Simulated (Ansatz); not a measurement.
This Ansatz (a quantum-chemistry and plane-wave program) input (PBE/def2-TZVP) gives -116.53398 Eh with 117 basis functions. A basis named .json is the Basis Set Exchange file of that set (core-valence sets with the plain set on hydrogen).

Ansatz 0.2 input:
```yaml
crystal:
  periodic: [false, false, false]
  atoms:
    - {symbol: C, position_ang: [-0.00105023, -0.00044593, 0.21807837]}
    - {symbol: C, position_ang: [-0.00682676, -0.00289863, 1.41756777]}
    - {symbol: C, position_ang: [0.00595226, 0.00252732, -1.23597935]}
    - {symbol: H, position_ang: [-0.01194066, -0.00506999, 2.47946412]}
    - {symbol: H, position_ang: [0.01516829, 1.02317495, -1.62370089]}
    - {symbol: H, position_ang: [0.88736845, -0.51296496, -1.62264162]}
    - {symbol: H, position_ang: [-0.87904773, -0.50023658, -1.63112234]}
basis:
  gaussian:
    orbitals: def2-TZVP
hamiltonian:
  xc: {name: PBE}
magnetization: {spin_polarized: false}
```

Change:
```diff
- orbitals: def2-TZVP
+ orbitals: jun-cc-pV_T+d_Z.json
```

What does the run give now?

-116.53314 Eh (PBE/jun-cc-pV(T+d)Z, 173 functions), a change of +0.84 mEh.
